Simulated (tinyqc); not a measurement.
Worked calculation: extended Hueckel theory, for CH2-. The parameters take no account of the charge, which enters only through the electron count, and nothing here shows that the anion is bound. Computed by tinyqc, a small Python program that keeps every step (integrals from PySCF). Settings: charge = -1, K = 1.75, multiplicity = 2. Command: `OMP_NUM_THREADS=1 python tinyqc.py 21828 21829 out.jsonl` (the two numbers bound the seeds that draw the settings). One thread of a shared host (Intel(R) Xeon(R) Processor @ 2.60GHz), about 0.01 s of CPU time with the checks.

## Overlaps

Geometry (angstrom):
```
atom        x         y        z
C     0.00000   0.00000  0.00000
H     0.00000   0.92300  0.46100
H     0.00000  -0.92300  0.46100
```

Parameters chosen for this run:
```
element  shell  Slater exponent  H_ii (eV)
H           1s          1.30000  -13.60000
C           2s          1.62500  -21.40000
C           2p          1.62500  -11.40000
```

Slater orbitals, each expanded in six Gaussians scaled to its exponent.

overlap S:
```
          1C 2s   1C 2px    1C 2py   1C 2pz    2H 1s     3H 1s
1C 2s   1.00000  0.00000   0.00000  0.00000  0.52545   0.52545
1C 2px  0.00000  1.00000   0.00000  0.00000  0.00000   0.00000
1C 2py  0.00000  0.00000   1.00000  0.00000  0.45668  -0.45668
1C 2pz  0.00000  0.00000   0.00000  1.00000  0.22809   0.22809
2H 1s   0.52545  0.00000   0.45668  0.22809  1.00000   0.13291
3H 1s   0.52545  0.00000  -0.45668  0.22809  0.13291   1.00000
```

## Wolfsberg-Helmholz matrix

diagonal H_ii (eV): 1C 2s -21.40000, 1C 2px -11.40000, 1C 2py -11.40000, 1C 2pz -11.40000, 2H 1s -13.60000, 3H 1s -13.60000

K = 1.75000

H_ij = K' S_ij (H_ii + H_jj)/2 for i != j (the diagonal keeps H_ii), with K' = 1.75.

H (eV):
```
            1C 2s     1C 2px     1C 2py     1C 2pz      2H 1s      3H 1s
1C 2s   -21.40000    0.00000    0.00000    0.00000  -16.09203  -16.09203
1C 2px    0.00000  -11.40000    0.00000    0.00000    0.00000    0.00000
1C 2py    0.00000    0.00000  -11.40000    0.00000   -9.98992    9.98992
1C 2pz    0.00000    0.00000    0.00000  -11.40000   -4.98955   -4.98955
2H 1s   -16.09203    0.00000   -9.98992   -4.98955  -13.60000   -3.16318
3H 1s   -16.09203    0.00000    9.98992   -4.98955   -3.16318  -13.60000
```

## Orbitals

valence electrons = 7

Solve H C = S C e through S^(-1/2); fill by pairs from the bottom, a degenerate level sharing its electrons equally; each orbital has its largest coefficient positive (the first on a tie).

orbital energies (eV): -23.86458  -15.88500  -11.99101  -11.40000  11.27846  21.11561

occupations: 2.00000  2.00000  2.00000  1.00000  0.00000  0.00000

coefficients:
```
             MO1       MO2       MO3      MO4       MO5       MO6
1C 2s    0.70809   0.00000  -0.25353  0.00000   0.00000   1.26208
1C 2px   0.00000   0.00000   0.00000  1.00000   0.00000   0.00000
1C 2py   0.00000   0.52250   0.00000  0.00000   1.28607   0.00000
1C 2pz  -0.01789   0.00000   0.92937  0.00000   0.00000   0.59520
2H 1s    0.24564   0.42833   0.12182  0.00000  -0.96317  -0.98682
3H 1s    0.24564  -0.42833   0.12182  0.00000   0.96317  -0.98682
```

sum of one-electron energies = -114.88117 eV

## Mulliken analysis

P = C n C^T; charge = valence electrons (H 1, C 4) minus the sum of (P S)_ii on the atom; overlap population = 2 sum P_ij S_ij between two atoms.

charges: 1C -1.21422, 2H 0.10711, 3H 0.10711

Overlap populations:
```
pair      value
2-1    0.808775
3-1    0.808775
3-2   -0.057570
```
